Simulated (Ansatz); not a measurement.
Zinc-blende HgSe, treated with B3LYP (VWN-RPA form) (Ansatz, an electronic-structure program, plane waves, PAW).

From the output:

```
WARN output.stress: scf.exx.energy_threshold = 1e-6 eV is looser than the 2e-8 eV advised for a stress under a hybrid functional (1e-8 eV for each atom of the …
Crystal: 2 atoms, lattice volume = 61.962 Å³
Basis set: ecut = 460 eV, 1411 PW (Γ), exchange–correlation on 64×64×64 points (8 copies of the dense FFT grid, shifted against one another)
Bands: 22, of which v1, the nominal top of the filled ones, is band 18 counted from 1 (17 counted from 0)
Symmetry: 24 space group operations
Space group: F-43m (ITA 216), of the structure as read, at distance tolerance 4.0e-5 Å
k-points: 29 of 512 (time reversal used)
Functional: x = 0.1 slater + 0.9 b88, c = 0.19 vwn_rpa + 0.81 lyp, warm-up for x = 0.08 slater + 0.72 b88 + 0.2 exact, c = 0.19 vwn_rpa + 0.81 lyp
SCF iter   1: F=—  HF=-19306.126259 eV  |F-HF|=—  |Δ(HF+E_count)|=         —  Δρ=4.33e-3  dr2=6.84e-3
SCF iter   2: F=—  HF=-19306.125178 eV  |F-HF|=—  |Δ(HF+E_count)|=   1.08e-3  Δρ=1.58e-3  dr2=1.32e-3
  ...
SCF 1 converged in 8 iterations: F = -19306.124946 eV  dr2 = 2.21e-12
Crystal: 2 atoms, lattice volume = 61.962 Å³
Initial density: handed on by an earlier stage of this run
Functional: x = 0.08 slater + 0.72 b88 + 0.2 exact, c = 0.19 vwn_rpa + 0.81 lyp
SCF 2 converged in 7 iterations: F = -19308.162409 eV  dr2 = 1.62e-10
Crystal: 2 atoms, lattice volume = 61.962 Å³
Crystal: 2 atoms, lattice volume = 61.962 Å³
SCF iter   9: F=—  HF=-19308.172064 eV  |F-HF|=—  |Δ(HF+E_count)|=  2.18e-11  Δρ=2.10e-8  dr2=3.70e-10
SCF iter  10: F=-19308.172064 eV  HF=-19308.172064 eV  |F-HF|=1.02e-10  |Δ(HF+E_count)|=   2.35e-9  Δρ=4.05e-7  dr2=1.41e-10
SCF 4 converged in 10 iterations: F = -19308.172064 eV  dr2 = 1.41e-10
Free energy (F): -19308.172064 eV
Internal energy: -19308.171989 eV  (E = F + TS)
E sigma→0 (E₀):  -19308.172027 eV
Fermi energy:    6.940713 eV
--- Stress (GPa, compression-positive) ---
        0.495843       0.000000      -0.000000
        0.000000       0.495843       0.000000
       -0.000000       0.000000       0.495843
  P = ⅓ Tr σ = 0.4958 GPa (4.958 kbar)
```

Task: Write an input file that could have produced this run (the log leaves some choices open).

Result: This is not unique; one that fits is 
Ansatz 0.2 input:
```yaml
crystal:
  lattice:
    - [0.0, 3.1407312198, 3.1407312198]
    - [3.1407312198, 0.0, 3.1407312198]
    - [3.1407312198, 3.1407312198, 0.0]
  atoms:
    - { symbol: Hg, position: [0.0, 0.0, 0.0] }
    - { symbol: Se, position: [0.25, 0.25, 0.25] }
basis:
  ecutwfc: 460
  ecutrho_ratio: 4
  xc_grid: 2
kpoints:
  mp_grid: { grid: [8, 8, 8] }
hamiltonian:
  xc: b3lyp
  dispersion: none
  pseudopotentials: { kind: paw }
scf:
  occupations: { method: fermi_dirac, width: 0.01 }
  convergence: { dr2_threshold: 0.0000000002 }
output:
  forces: true
  stress: true
  eigenvalues: true
```

The cell is one volume of an energy–volume scan, off the minimum.

The PAW data were made under PBE.

Note: the cell is over a tenth larger than the published one (another phase or state, or a fault of the published cell, is possible).

The result took roughly 2.2 core-minutes.
